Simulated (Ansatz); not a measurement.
Input file:

```yaml
crystal:
  periodic: [false, false, false]
  atoms:
    - {symbol: Sn, position_ang: [0.000000, -0.014391, 0.000000]}
    - {symbol: H, position_ang: [0.000000, 0.847453, -1.482753]}
    - {symbol: H, position_ang: [0.000000, 0.847453, 1.482753]}
basis:
  gaussian: {orbitals: def2-SVP}
correlation: {method: sc_nevpt2, electrons: outside_noble_gas, active_space: {window: {electrons: 6, orbitals: 6}, shells: [{species: H, l: s, shell: 1}, {species: Sn, l: s, shell: 5}, {species: Sn, l: p, shell: 5}]}}
```

```sh
$ ansatz run in.yaml --threads 1 --pin off --events-out ev --progress --plain --max-ram 2393MiB
```

Log:

```
764 factors; integrals over basis functions are off by at most 1.4e-7 eV
mean field evaluation 1: about -5835.2138 eV, gradient 6.6e0 eV
mean field evaluation 2: about -5835.2178 eV, gradient 6.6e0 eV
mean field evaluation 4: about -5835.4691 eV, gradient 5.8e-1 eV
mean field evaluation 8: about -5835.4708 eV, gradient 2.0e-3 eV
mean field -5835.47077594 eV, -214.4495955917 hartree, gradient 7.3e-7 eV, S^2 0.000000; 0 other end points of the search recorded, 0 dependent functions left out; unrestricted orbitals would lower it
reference -5835.47077594 eV, -214.4495955917 hartree; 12, 12 occupied and 24, 24 virtual orbitals, 764 factors
state -5836.79571143 eV, -214.4982860728 hartree
state -5836.79571143 eV, -214.4982860728 hartree; corrected -5837.78390938 eV, -214.5346016777 hartree
Total energy: -5837.78390938 eV, -214.5346016777 hartree
Checks for a lower state left out: starts, orbital_swaps
```

Natural occupations: 1.9779 1.9680 1.9139 0.0777 0.0378 0.0247.

For the same geometry and basis full CI lies 454.6 meV lower.

Ran on 1 thread of Arm Neoverse V1, shared host: 0.78 s wall, 0.15 GiB peak host memory.
